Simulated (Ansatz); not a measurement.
in.yaml

```yaml
crystal:
  periodic: [false, false, false]
  atoms:
    - {symbol: B, position_ang: [-0.015433, -0.009008, 1.520240]}
    - {symbol: C, position_ang: [-0.016266, -0.025151, 0.140087]}
    - {symbol: Ge, position_ang: [0.031698, 0.034159, -1.660327]}
basis:
  gaussian: {orbitals: cc-pVDZ}
magnetization: {spin_polarized: false, initial_magnetization: 1}
correlation: {method: ccsdt_q, electrons: outside_noble_gas}
```

```sh
$ ansatz run in.yaml --threads 1 --pin off --events-out ev --progress --plain --max-ram 2393MiB
```

Output:

```
1028 factors; integrals over basis functions are off by at most 2.3e-7 eV
mean field evaluation 1: about -58165.9715 eV, gradient 3.2e1 eV
mean field evaluation 2: about -58165.9755 eV, gradient 3.2e1 eV
mean field evaluation 4: about -58170.3090 eV, gradient 4.7e0 eV
mean field evaluation 8: about -58170.6342 eV, gradient 2.2e-1 eV
mean field evaluation 16: about -58170.5934 eV, gradient 2.1e0 eV
mean field evaluation 32: about -58169.1571 eV, gradient 1.3e-2 eV
mean field evaluation 64: about -58169.1567 eV, gradient 6.5e-2 eV
mean field evaluation 96: about -58165.6778 eV, gradient 1.6e-1 eV
mean field evaluation 128: about -58164.0969 eV, gradient 1.7e1 eV
mean field evaluation 160: about -58162.2193 eV, gradient 1.4e-3 eV
...
cycle  17  -8.00956556 eV  change   -5.3e-5 eV  update   4.6e-5
cycle  18  -8.00963828 eV  change   -7.3e-5 eV  update   2.9e-5
cycle  19  -8.00965004 eV  change   -1.2e-5 eV  update   1.5e-5
cycle  20  -8.00964377 eV  change    6.3e-6 eV  update   8.9e-6
cycle  21  -8.00963283 eV  change    1.1e-5 eV  update   5.6e-6
cycle  22  -8.00963865 eV  change   -5.8e-6 eV  update   3.7e-6
cycle  23  -8.00963962 eV  change   -9.6e-7 eV  update   2.2e-6
cycle  24  -8.00964032 eV  change   -7.1e-7 eV  update   1.6e-6
cycle  25  -8.00964256 eV  change   -2.2e-6 eV  update   1.3e-6
cycle  26  -8.00964228 eV  change    2.8e-7 eV  update   8.7e-7
perturbative correction -0.05521668 eV, -0.0020291757 hartree
Total energy: -58178.69960142 eV, -2138.0277754132 hartree
```

Ran on 1 thread of Intel Xeon, shared host: 1.9 min wall, 0.51 GiB peak host memory.
